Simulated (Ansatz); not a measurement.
[GeH3···H···CH3], doublet along the distance Ge1-H5

Starting geometry:

```xyz
9

Ge   -0.4877    0.0000    0.0000
H    -0.9992    1.4466    0.0000
H    -0.9992   -0.7233    1.2528
H    -0.9992   -0.7233   -1.2528
H     1.0466    0.0000    0.0000
C     2.4873    0.0000    0.0000
H     2.4873   -1.0800    0.0000
H     2.4873    0.5400    0.9353
H     2.4873    0.5400   -0.9353
```

From there atom H5 is moved from one fragment to the other while all else, the fragments' distance too, stays fixed; atoms are numbered as listed. Energies are in eV, counted from the starting geometry at the same level.

Basis cc-pVDZ; Ansatz 0.2.0. Only valence electrons are correlated (noble-gas cores and the filled d shells of p-block atoms frozen). Prefix R: restricted or restricted open-shell reference; prefix U: unrestricted. Active spaces: frontier = (9e, 9o) about the gap. No spin–orbit coupling is included, and no scalar relativity.

For open shells CISD is restricted-active-space CI with the open shells as a complete middle space. Runs in a small pair space aren't shown, since their orbitals change along the scan.

Full CI isn't at hand for all of this; UCCSDT(Q) serves as the reference, and is uncertain by the last step of the cluster series or more. The frozen core follows each run's orbitals, which can shift R against U totals by a few meV for light atoms and by up to 0.1 eV past Ca.

| distance Ge1-H5 (Å) | UCCSDT(Q) | error CISD | error RCCSD | error RCCSD(T) | error BCCD(T) | error RCCSDT | error CASSCF (frontier space) |
| --- | --- | --- | --- | --- | --- | --- | --- |
| 1.534 | 0.000 | 0.000 | 0.000 | 0.000 | 0.000 | 0.000 | 0.000 |
| 1.584 | -0.040 | 0.022 | 0.009 | 0.001 | 0.001 | 0.001 | 0.012 |
| 1.685 | -0.111 | 0.039 | 0.020 | 0.001 | 0.002 | 0.002 | 0.027 |
| 1.785 | -0.165 | 0.026 | 0.017 | 0.001 | 0.001 | 0.003 | 0.024 |
| 1.885 | -0.107 | -0.003 | 0.007 | 0.000 | 0.000 | 0.002 | 0.006 |

Errors are those of relative energies. In total energy the starting point itself misses UCCSDT(Q) by: CISD 1.090, RCCSD 0.235, RCCSD(T) 0.039, BCCD(T) 0.039, RCCSDT 0.009, CASSCF (frontier space) 6.586 eV.

Spread of the error over the points with a reference, to 1.885 Å (largest less smallest): RCCSD(T) 0.001, BCCD(T) 0.002, RCCSDT 0.003, RCCSD 0.020, CASSCF (frontier space) 0.027, CISD 0.042 eV.
